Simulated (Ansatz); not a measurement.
in.yaml

```yaml
crystal:
  periodic: [false, false, false]
  atoms:
    - {symbol: Mg, position_ang: [0.000000, 0.000000, -0.776052]}
    - {symbol: Mg, position_ang: [0.000000, 0.000000, 4.631510]}
    - {symbol: H, position_ang: [0.000000, 0.000000, -3.855457]}
basis:
  gaussian: {orbitals: cc-pVDZ}
magnetization: {spin_polarized: false, initial_magnetization: 1}
correlation: {method: fic_mrcisd_q, electrons: outside_noble_gas, active_space: {window: {electrons: 5, orbitals: 9}, shells: [{species: H, l: s, shell: 1}, {species: Mg, l: s, shell: 3}, {species: Mg, l: p, shell: 3}]}}
```

```sh
$ ansatz run in.yaml --threads 1 --pin off --events-out ev --progress --plain --max-ram 2393MiB
```

The program prints:

```
705 factors; integrals over basis functions are off by at most 2.1e-7 eV
mean field evaluation 1: about -10875.7953 eV, gradient 3.5e0 eV
mean field evaluation 2: about -10875.8050 eV, gradient 3.5e0 eV
mean field evaluation 4: about -10876.4777 eV, gradient 2.5e0 eV
mean field evaluation 8: about -10876.7571 eV, gradient 5.6e-1 eV
mean field evaluation 16: about -10876.7651 eV, gradient 5.4e-6 eV
mean field evaluation 32: about -10865.0361 eV, gradient 1.1e1 eV
mean field evaluation 64: about -10872.1960 eV, gradient 7.1e0 eV
mean field evaluation 96: about -10876.7600 eV, gradient 3.6e-1 eV
mean field -10876.76509557 eV, -399.7137447260 hartree, gradient 5.4e-6 eV, S^2 0.750000; 6 other end points of the search recorded, 0 dependent functions left out
reference -10876.76509557 eV, -399.7137447260 hartree; 13, 12 occupied and 28, 29 virtual orbitals, 705 factors
state -10878.48902586 eV, -399.7770979958 hartree
contracted CI cycle   1: correlation 0.00000000 eV, 0.0000000000 hartree, residual 2.05e0 eV
contracted CI cycle   2: correlation -0.13864304 eV, -0.0050950378 hartree, residual 5.62e-1 eV
contracted CI cycle   3: correlation -0.14879885 eV, -0.0054682570 hartree, residual 1.28e-1 eV
contracted CI cycle   4: correlation -0.14943692 eV, -0.0054917055 hartree, residual 4.10e-2 eV
contracted CI cycle   5: correlation -0.14948779 eV, -0.0054935748 hartree, residual 1.21e-2 eV
contracted CI cycle   6: correlation -0.14949149 eV, -0.0054937111 hartree, residual 2.58e-3 eV
contracted CI cycle   7: correlation -0.14949168 eV, -0.0054937178 hartree, residual 6.38e-4 eV
state -10878.48902586 eV, -399.7770979958 hartree; corrected -10878.63955354 eV, -399.7826297859 hartree
Total energy: -10878.63955354 eV, -399.7826297859 hartree
Checks for a lower state left out: starts, orbital_swaps
```

Natural occupations: 1.8538 1.8459 0.9977 0.0584 0.0502 0.0502 0.0485 0.0485 0.0467.

For the same geometry and basis full CI lies 15.1 meV lower.

Ran on 1 thread of Arm Neoverse V1, shared host: 5.5 s wall, 0.31 GiB peak host memory.
